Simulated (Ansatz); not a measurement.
A CCSD(T) single point on ethylmethylamine (`CCNC`).

```yaml
crystal:
  periodic: [false, false, false]
  atoms:
    - {symbol: C, position_ang: [-0.841052, 1.636252, -0.284561]}
    - {symbol: C, position_ang: [-0.568745, 0.234007, 0.215530]}
    - {symbol: N, position_ang: [0.611627, -0.324371, -0.408291]}
    - {symbol: C, position_ang: [0.946269, -1.640403, 0.084497]}
    - {symbol: H, position_ang: [-0.957028, 1.640821, -1.370218]}
    - {symbol: H, position_ang: [-1.749716, 2.041991, 0.164966]}
    - {symbol: H, position_ang: [-0.017493, 2.310761, -0.030641]}
    - {symbol: H, position_ang: [-1.415543, -0.417319, -0.030447]}
    - {symbol: H, position_ang: [-0.497152, 0.238976, 1.319116]}
    - {symbol: H, position_ang: [1.393536, 0.304487, -0.270270]}
    - {symbol: H, position_ang: [1.873446, -1.986162, -0.376826]}
    - {symbol: H, position_ang: [1.064382, -1.693476, 1.180461]}
    - {symbol: H, position_ang: [0.157469, -2.345575, -0.193317]}
basis:
  gaussian: {orbitals: def2-TZVPP}
correlation: {method: ccsd_t}
output: {orbitals: {seedname: orbitals}}
```

```sh
$ ansatz run in.yaml --threads 4 --pin off --events-out ev --progress --plain
```

Log, shortened:

```
Functional definition: HF
1447 factors; integrals over basis functions are off by at most 1.1e-3 eV
mean field evaluation 1: about -4713.4016 eV, gradient 3.7e1 eV
mean field evaluation 2: about -4713.5885 eV, gradient 3.7e1 eV
mean field evaluation 4: about -4717.0045 eV, gradient 4.2e0 eV
mean field evaluation 8: about -4717.0583 eV, gradient 2.1e-1 eV
mean field -4717.05847632 eV, -173.3487016676 hartree, gradient 7.5e-6 eV, S^2 0.000000; 0 other end points of the search recorded, 0 dependent functions left out
4 core orbitals not correlated: weight in the atoms' cores, before any rotation towards them, 1.000 or more for the frozen orbitals, at most 0.000 for the correlated occupied ones
reference -4717.05847632 eV, -173.3487016676 hartree; 13, 13 occupied and 233, 233 virtual orbitals, 1447 factors
second order -20.39211370 eV of doubles, -0.00000000 eV of singles
cycle   1  -21.06665969 eV  change   -6.7e-1 eV  update   8.3e-2
cycle   2  -21.55262715 eV  change   -4.9e-1 eV  update   2.3e-2
cycle   3  -21.62462702 eV  change   -7.2e-2 eV  update   9.1e-3
cycle   4  -21.62224189 eV  change    2.4e-3 eV  update   2.1e-3
cycle   5  -21.62261810 eV  change   -3.8e-4 eV  update   8.1e-4
cycle   6  -21.62281327 eV  change   -2.0e-4 eV  update   2.1e-4
cycle   7  -21.62274743 eV  change    6.6e-5 eV  update   8.2e-5
cycle   8  -21.62274148 eV  change    6.0e-6 eV  update   3.0e-5
perturbative correction -0.80839727 eV, -0.0297080517 hartree
Total energy: -4739.48961507 eV, -174.1730308123 hartree
```

Hardware: 4 threads of a server CPU on a shared host. Wall time 120 s, peak host memory 5.6 GiB.

Correlation energy per correlated electron: -0.863 eV. T1 diagnostic: 0.0087.
